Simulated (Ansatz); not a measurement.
# SiClO+ (quintet): from Hartree-Fock to the top rungs, def2-TZVPP

The task here is to estimate one member of a computed series from the others.

Method: def2-TZVPP, core rule «outside noble gas», up to 11 orbitals frozen; program: Ansatz 0.2.0, Gaussian basis.

The runs, in order: UHF; ROHF; CCSD(T) on UHF.

## The system

The geometry is a PBE0/def2-TZVP stationary point (not a proven minimum) of the parent state, kept for this charge and spin.

3 atoms, charge 1, spin multiplicity 5.

Atoms are counted from 1 here; the program's logs count them from 0.

Bond lengths: Cl1–Si3 2.238 Å, O2–Si3 1.908 Å. Angles: Cl1–Si3–O2 65.5°.

Set-up of the first run:

The input, in.yaml:

```yaml
crystal:
  periodic: [false, false, false]
  atoms:
    - {symbol: Cl, position_ang: [0.000000, -0.104654, 1.131961]}
    - {symbol: O, position_ang: [0.000000, 1.273898, -0.660805]}
    - {symbol: Si, position_ang: [0.000000, -0.593591, -1.052463]}
basis:
  gaussian: {orbitals: def2-TZVPP}
total_charge: 1
magnetization: {spin_polarized: true, initial_magnetization: 4}
hamiltonian: {xc: hf}
output: {orbitals: {seedname: orbitals}}
```

Started as:

```
$ ansatz run in.yaml --threads 1 --pin off --events-out ev --progress --plain --max-ram 4096MiB --backend cpu
```

Among the steps run: UHF; ROHF; CCSD(T) on UHF.

One of the session's tables, all rows but one given; the rest of the session is left out.

| method | from UCCSD(T) (meV) |
| --- | --- |
| ROHF | ? |
| UHF | +12936.3 |
| UMP2 | +1982.3 |
| UCCSD | +670.6 |
| UCCSD(T) | 0 |

Q: Estimate the row for ROHF from the others.

The run gave: from UCCSD(T) (meV): +13340.1. In the column «from UCCSD(T) (meV)» it is the highest.
